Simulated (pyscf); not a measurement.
Optimised with ωB97X-D3(BJ)/def2-SVP in PySCF.

### Question
Estimate the classical barrier height and the reaction energy of Cl–Si(Cl)(Cl)–Cl (SMILES Cl[Si](Cl)(Cl)Cl) + NH₃ (SMILES N) -> HCl (SMILES Cl) + H₂N–Si(Cl)(Cl)–Cl (SMILES N[Si](Cl)(Cl)Cl) at ωB97M-D3(BJ)/def2-TZVP. The step runs on the singlet surface, breaks Cl–Si, H–N and forms Cl–H, N–Si; take the separated reactants as zero.

### Answer
ΔE‡ = 17.5 kcal/mol, ΔE = +5.0 kcal/mol. Zero-point energy shifts the barrier by +0.1 kcal/mol. It is a four-centre exchange, with an imaginary mode of 348i cm⁻¹. On the reactant side the descent ends in an adduct with a N–Si contact, 4.8 kcal/mol over the separated species and 13.0 kcal/mol under the saddle at ωB97X-D3(BJ)/def2-TZVP. On the product side the descent ends in a complex, 5.2 kcal/mol under the separated species and 16.3 kcal/mol under the saddle at ωB97X-D3(BJ)/def2-TZVP. What is counted as formed (N–Si) is already present as a longer contact in the reactant adduct; forming that adduct is a step of its own. This is the saddle that the search found; another between the same sides may lie lower.
